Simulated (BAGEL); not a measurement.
# SiNH4O (SMILES [NH][SiH2]O): UHF/def2-SVPD (density fitting with qzvpp-jkfit)

Aim: the vertical electron affinity of SiNH4O at UHF/def2-SVPD (density fitting with qzvpp-jkfit), from 2 runs. 

The results are computed with BAGEL 1.2.2.

**1. The system as given**

The species is SiNH4O (7 atoms), meant as a doublet with charge 0. As SMILES, `[NH][SiH2]O`. The coordinates come from a PBE0-D4/def2-TZVP relaxation. This is one conformer, not always the lowest.

Bond lengths: N1–Si2 1.741 Å, Si2–O3 1.637 Å, N1–H4 1.022 Å, Si2–H5 1.484 Å, Si2–H6 1.493 Å, O3–H7 0.959 Å. Angles: N1–Si2–O3 110.5°, N1–Si2–H5 113.2°, N1–Si2–H6 105.1°, O3–Si2–H5 105.4°, O3–Si2–H6 112.1°, Si2–N1–H4 114.4°, Si2–O3–H7 117.6°, H5–Si2–H6 110.7°.

**2. The energy at UHF/def2-SVPD (density fitting with qzvpp-jkfit)**

hf.json reads:

```json
{ "bagel": [

{
  "title": "molecule",
  "basis": "def2-svpd.json",
  "df_basis": "qzvpp-jkfit",
  "angstrom": "true",
  "geometry": [
    { "atom": "N", "xyz": [   -1.219700,   -0.362600,    0.666700 ] },
    { "atom": "Si", "xyz": [    0.116600,    0.212100,   -0.290000 ] },
    { "atom": "O", "xyz": [    1.398500,   -0.795100,   -0.146900 ] },
    { "atom": "H", "xyz": [   -2.101000,    0.125500,    0.496300 ] },
    { "atom": "H", "xyz": [   -0.184300,    0.263000,   -1.742100 ] },
    { "atom": "H", "xyz": [    0.414600,    1.577200,    0.236200 ] },
    { "atom": "H", "xyz": [    1.636600,   -1.088000,    0.734200 ] }
  ]
},
{
  "title": "uhf",
  "nopen": 1
},
{
  "title": "print",
  "file": "orbitals.molden",
  "orbitals": "true"
}

]}
```

The basis set def2-SVPD is read from a file made from the Basis Set Exchange's data (not shown).

On the command line:

```console
BAGEL_NUM_THREADS=1 BAGEL hf.json > hf.out
```

Output:

```text
* using 1 threads per process

  ===============================================================
  ===============================================================

  *** Geometry ***

  { "atom" : "N", "xyz" : [     -2.304899,     -0.685215,      1.259880 ] },
  { "atom" : "Si", "xyz" : [      0.220342,      0.400811,     -0.548021 ] },
  { "atom" : "O", "xyz" : [      2.642782,     -1.502521,     -0.277601 ] },
  { "atom" : "H", "xyz" : [     -3.970315,      0.237161,      0.937871 ] },
  { "atom" : "H", "xyz" : [     -0.348277,      0.496998,     -3.292092 ] },
  { "atom" : "H", "xyz" : [      0.783480,      2.980476,      0.446353 ] },
  { "atom" : "H", "xyz" : [      3.092726,     -2.056022,      1.387437 ] },

  Number of auxiliary basis functions:      354

  Since a DF basis is specified, we compute 2- and 3-index integrals:
    o Being stored without compression. Storage requirement is 0.028 GB

  Number of basis functions:       99
  Number of electrons      :       33

    * METHOD: MOLECULE                             0.11

  *** Open-shell HF ***

  === Nuclear Repulsion ===
   110.7228234442

      * DIIS with orbital gradients will be used.

  === UHF iteration (def2-svpd.json) ===
      0       -420.01649600          0.04889803           0.08
      1       -420.23190463          0.03826842           0.08
      2       -420.34472390          0.02170793           0.08
      3       -420.40345335          0.00271304           0.08
      4       -420.40666629          0.00107518           0.08
      5       -420.40721710          0.00036409           0.08
      6       -420.40734109          0.00010726           0.08
      7       -420.40738035          0.00005882           0.08
      8       -420.40739207          0.00003865           0.08
      9       -420.40739612          0.00002534           0.08
     10       -420.40739715          0.00002058           0.08
     11       -420.40739806          0.00001754           0.08
     12       -420.40739936          0.00001134           0.08
     13       -420.40739985          0.00000530           0.08
     14       -420.40739996          0.00000342           0.08
     15       -420.40740004          0.00000216           0.08
     16       -420.40740008          0.00000112           0.08
     17       -420.40740009          0.00000071           0.08
     18       -420.40740009          0.00000054           0.08
     19       -420.40740009          0.00000041           0.08
     20       -420.40740009          0.00000034           0.08
     21       -420.40740009          0.00000030           0.08
     22       -420.40740009          0.00000024           0.08
     23       -420.40740009          0.00000013           0.08
     24       -420.40740009          0.00000008           0.08
     25       -420.40740009          0.00000005           0.08
     26       -420.40740009          0.00000003           0.08
     27       -420.40740009          0.00000002           0.08
     28       -420.40740009          0.00000001           0.08
     29       -420.40740009          0.00000001           0.08
    * SCF iteration converged.

    * S^2 (UHF) is 0.7595

    * Permanent dipole moment:
           (    0.295336,    -0.399418,    -0.186988) a.u.

    * METHOD: UHF                                  2.45

    * METHOD: PRINT                                0.02

  ===============================================================
```

Run time: 2.7 s. Hardware: 1 thread of Arm Neoverse V2, shared host.

**3. The singlet anion at the same level**

calc.json reads:

```json
{ "bagel" : [

{
  "title" : "molecule",
  "basis" : "def2-svpd.json",
  "df_basis" : "qzvpp-jkfit",
  "angstrom" : true,
  "geometry" : [
    { "atom" : "N", "xyz" : [   -1.219700,   -0.362600,    0.666700 ] },
    { "atom" : "Si", "xyz" : [    0.116600,    0.212100,   -0.290000 ] },
    { "atom" : "O", "xyz" : [    1.398500,   -0.795100,   -0.146900 ] },
    { "atom" : "H", "xyz" : [   -2.101000,    0.125500,    0.496300 ] },
    { "atom" : "H", "xyz" : [   -0.184300,    0.263000,   -1.742100 ] },
    { "atom" : "H", "xyz" : [    0.414600,    1.577200,    0.236200 ] },
    { "atom" : "H", "xyz" : [    1.636600,   -1.088000,    0.734200 ] }
  ]
},
{
  "title" : "hf",
  "charge" : -1
},
{
  "title" : "print",
  "file" : "orbitals.molden",
  "orbitals" : true
}

]}
```

The basis set def2-SVPD is read from a file made from the Basis Set Exchange's data (not shown).

On the command line:

```console
BAGEL_NUM_THREADS=1 BAGEL calc.json > calc.out
```

Output:

```text
* using 1 threads per process

  ===============================================================
  ===============================================================

  *** Geometry ***

  { "atom" : "N", "xyz" : [     -2.304899,     -0.685215,      1.259880 ] },
  { "atom" : "Si", "xyz" : [      0.220342,      0.400811,     -0.548021 ] },
  { "atom" : "O", "xyz" : [      2.642782,     -1.502521,     -0.277601 ] },
  { "atom" : "H", "xyz" : [     -3.970315,      0.237161,      0.937871 ] },
  { "atom" : "H", "xyz" : [     -0.348277,      0.496998,     -3.292092 ] },
  { "atom" : "H", "xyz" : [      0.783480,      2.980476,      0.446353 ] },
  { "atom" : "H", "xyz" : [      3.092726,     -2.056022,      1.387437 ] },

  Number of auxiliary basis functions:      354

  Since a DF basis is specified, we compute 2- and 3-index integrals:
    o Being stored without compression. Storage requirement is 0.028 GB

  Number of basis functions:       99
  Number of electrons      :       33

    * METHOD: MOLECULE                             0.11

  *** RHF ***

  === Nuclear Repulsion ===
   110.7228234442

      * DIIS with orbital gradients will be used.

  === RHF iteration (def2-svpd.json) ===
      0       -420.00530845          0.02799055           0.04
      1       -420.16499328          0.02422212           0.04
      2       -420.40295845          0.00203424           0.04
      3       -420.40468282          0.00119790           0.04
      4       -420.40533358          0.00014996           0.04
      5       -420.40535589          0.00004833           0.04
      6       -420.40535884          0.00001703           0.04
      7       -420.40535931          0.00000526           0.04
      8       -420.40535935          0.00000188           0.03
      9       -420.40535936          0.00000086           0.04
     10       -420.40535936          0.00000027           0.04
     11       -420.40535936          0.00000011           0.04
     12       -420.40535936          0.00000004           0.04
     13       -420.40535936          0.00000002           0.04
     14       -420.40535936          0.00000001           0.04
    * SCF iteration converged.

    * Permanent dipole moment:
           (   -1.400172,    -0.272946,     0.397389) a.u.

    * METHOD: HF                                   0.68

    * METHOD: PRINT                                0.02

  ===============================================================
```

Run time: 0.99 s. Hardware: 1 thread of Arm Neoverse V2, shared host.

**4. Summary of results**

Level: UHF/def2-SVPD (density fitting with qzvpp-jkfit).

```
                                                            quantity          value
                                        doublet SiNH4O: total energy  -420.40740 Eh
                                       doublet SiNH4O: dipole moment         1.35 D
                                                doublet SiNH4O: ⟨S²⟩          0.759
                                         singlet anion: total energy  -420.40536 Eh
                                          singlet anion: HOMO energy       -2.43 eV
                                          singlet anion: LUMO energy        6.35 eV
singlet anion: HOMO–LUMO gap (to an unbound level, set by the basis)        8.78 eV
                   vertical electron affinity (to the singlet anion)      -0.056 eV
```

**Reading.** The anion lies 0.06 eV (5.4 kJ/mol) above the neutral: the electron isn't bound at this level, and such a value depends on the basis. Hartree–Fock misses the correlation that binds many anions.
